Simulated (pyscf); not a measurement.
Thermochemistry of product channels of `[CH]#[C][CH3]` + `[F][F]` on the singlet surface, in kcal/mol, from CCSD(T)/def2-TZVPP + ΔMP2(QZVPP) energies (ideal gas, 1 atm, RRHO with modes under 100 cm⁻¹ raised to 100, one conformer, R ln 2 for rigid chiral ones). Single points on ωB97X-D3(BJ)/def2-SVP structures (PySCF, gas phase). MP2 and CC: frozen core, UHF for open shells. ΔMP2 is the change of the MP2 total energy from the triple- to the quadruple-zeta basis.

```csv
products,ΔE,ΔH(298 K),ΔG(600 K),ΔG(1200 K)
`[CH3][F]` + `[CH]#[C][F]`,-77.3,-76.3,-76.6,…
`[C]=[C]([CH3])[F]` [singlet] + `[FH]`,…,-52.1,-53.5,-55.4
`[CH3][C]#[C][F]` + `[FH]`,…,-94.5,-94.0,-93.8
```

**Question.** Fill in the missing entries.

**Answer.** 
- `[CH3][F]` + `[CH]#[C][F]`, ΔG(1200 K): -76.5
- `[C]=[C]([CH3])[F]` [singlet] + `[FH]`, ΔE: -51.5
- `[CH3][C]#[C][F]` + `[FH]`, ΔE: -95.1

These are energies of the channels, which say nothing of barriers. :C=C(CH₃)–F [singlet] lies 52.8 kcal/mol over its isomer H₂C=C=CH–F, and others may lie lower still (electronic energy, ωB97M-D3(BJ)). H₃C–C≡C–F lies 10.3 kcal/mol over its isomer H₂C=C=CH–F, and others may lie lower still (electronic energy, ωB97M-D3(BJ)). The CCSD(T) − MP2 part came from Ansatz, without density fitting, on the same reference.
